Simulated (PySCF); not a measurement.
Job for PySCF: R-B3LYP/3-21G on Cl_anion (SMILES [Cl-]). Charge -1.

```python
from pyscf import gto, scf, dft, mp
from pyscf.data.elements import chemcore

mol = gto.M(
    atom='''
    Cl    0.00000000    0.00000000    0.00000000
    ''',
    basis='3-21g',
    charge=-1, spin=0, verbose=3, max_memory=1800)
mf = dft.RKS(mol, xc='b3lyp')
mf.conv_tol = 1e-8
mf.max_cycle = 100
mf.kernel()
if not mf.converged:
    mf = mf.newton().run(mf.mo_coeff, mf.mo_occ)
```

The log:

```
converged SCF energy = -458.05708693226
```

The calculation finished and met its thresholds.

Cost: roughly 0.3 core-seconds.
